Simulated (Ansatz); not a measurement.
## CCSD(T) forces

CH2BCl (SMILES C=BCl), singlet, displaced at random from a GFN2-xTB minimum.

| atom | x (Å) | y (Å) | z (Å) |
| --- | --- | --- | --- |
| C1 | -0.4771 | -0.3400 | 0.2825 |
| B2 | 0.4330 | 0.3505 | -0.3688 |
| Cl3 | 1.4732 | 1.3213 | -0.8624 |
| H4 | -1.3430 | -0.7591 | -0.2743 |
| H5 | -0.3626 | -0.7251 | 1.2577 |

Ansatz 0.2.0; basis: def2-TZVPP; cores frozen in the correlated methods.

CCSD(T) forces from the calculation:
```tsv
atom	Fx	Fy	Fz (eV/Å)
C1	-3.966	-2.819	0.303
B2	-2.667	-2.726	1.416
Cl3	6.022	5.495	-3.230
H4	0.503	0.339	0.503
H5	0.109	-0.289	1.008
```

(1) Which atom feels the largest CCSD(T) force, and how large is it?

The T1 diagnostic stays at or below 0.012. These are differences at one structure, and CCSD(T) in triple zeta is itself an approximation.

## Answers

(1) Cl3, 8.77 eV/Å, along (0.69, 0.63, -0.37).

Root-mean-square difference of the force components from those of CCSD(T): PBE0-D4 0.217; wB97M-V 0.214; r2SCAN-D4 0.209; PBE-D4 0.214; LC-wPBE 0.293; BLYP-D4 0.182 eV/Å.

For scale, one of the runs: CCSD(T)/def2-TZVPP forces, 132 basis functions (an equivalent command: `ansatz run in.yaml --threads 4`). Time: 20 s of wall clock on 4 CPU threads; the host was shared. Peak host memory: 1.2 GiB.
